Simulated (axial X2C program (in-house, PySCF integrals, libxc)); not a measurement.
Low determinants of OH⁻ at the PBE0 level, with spin–orbit coupling

Computed with an axial X2C code built on PySCF integrals. Two-component (2c) means X2C with spin–orbit coupling and atomic mean-field two-electron Coulomb and Gaunt terms. Basis: O dyall-av3z [7s6p3d2f], H dyall-av3z [7s3p2d] (cores contracted in-house); Gaussian nuclei, density fitting, unrestricted open shells. Masses: O 15.995 u, H 1.008 u.

Search at 0.950 Å (vertical energies from the lowest determinant):

```
ΔE (eV)  state  electrons beyond evenly filled partner blocks  electrons in ±ω = 1/2, 3/2, 5/2, 7/2
   0.00  Ω = 0                                           none                               8 2 0 0
   2.18  Ω = 2                               ω = 1/2, ω = 3/2                               9 1 0 0
   2.20  Ω = 1                              ω = -1/2, ω = 3/2                               9 1 0 0
   2.22  Ω = 1                                    2 × ω = 1/2                               8 2 0 0
   4.24  Ω = 3                                    2 × ω = 3/2                               8 2 0 0
   4.26  Ω = 1                              ω = -1/2, ω = 3/2                               7 3 0 0
   4.31  Ω = 2                               ω = 1/2, ω = 3/2                               7 3 0 0
```

Lowest determinant, Ω = 0 (closed shell): Re = 0.962 Å, ωe = 3817.3 cm⁻¹.

The determinant in row 2 of the search, Ω = 2 (⟨Sz⟩ = 1.00, ⟨Lz⟩ = 1.00 at PBE0), was followed along the bond at PBE0; measured from the minimum of the lowest determinant it gives:

Te = 2.157 eV (17399 cm⁻¹), Re = 0.981 Å, ωe = 3544.6 cm⁻¹.

**Question.** Compare the bond of the determinant in row 2 with that of the lowest one.

**Answer.** At PBE0 its Re is 0.019 Å longer and its force constant, which goes as ωe², is 0.86 times that of the lowest determinant. T0 ≈ Te + Δωe/2 = 17399 + (-136) = 17263 cm⁻¹.

The search compares states at one distance, so a state with another bond length can lie lower; it is not exhaustive and yields mostly the lowest determinant of each block pattern, so other components and higher states of one pattern are missing. These are energies of single determinants, not of spin-adapted states; PBE0 term energies can be off by some tenths of an eV, and the functional has no current term. Open-shell Ω = 0 determinants with evenly filled partner blocks cannot be reached by this program, so the Ω shown need not be the lowest component. For an anion, determinants above electron detachment are held by the basis set. The highest occupied level of some functionals is positive through self-interaction error; at Hartree–Fock it is bound. Row 1 has a positive highest level at its minimum. Row 2 has a positive highest level at its minimum.
